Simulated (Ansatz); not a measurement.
`FC=C(Cl)Cl`, relaxed with RKS PBE0-D4/def2-TZVP in the Gaussian-basis code of Ansatz from a PBE-D4/def2-SVP geometry. The force threshold is 0.005 eV/Å; the program also tests the step.

Total charge 0; spin multiplicity 1.

Start:

```xyz
6

F    -1.220    1.185    0.685
C    -0.614    0.021    0.443
C     0.483   -0.069   -0.340
Cl    1.185    1.318   -1.089
Cl    1.238   -1.600   -0.627
H    -1.072   -0.855    0.927
```

Question: How much energy does the relaxation release, and in how many steps? (An estimate is asked.)

Answer: Ansatz gave: 4.09 kJ/mol, in 4 steps.

Question: Which bonds change most? (An estimate is asked.)

Answer: The calculation gave: C2–C3 from 1.351 to 1.326 Å; C3–Cl4 from 1.726 to 1.703 Å; C3–Cl5 from 1.731 to 1.711 Å; C2–H6 from 1.101 to 1.082 Å.

Question: Give the relaxed structure. (Best estimate.)

Answer: Computed: 
```xyz
6

F    -1.207    1.169    0.678
C    -0.603    0.015    0.437
C     0.474   -0.064   -0.334
Cl    1.174    1.300   -1.077
Cl    1.220   -1.577   -0.617
H    -1.058   -0.843    0.914
```
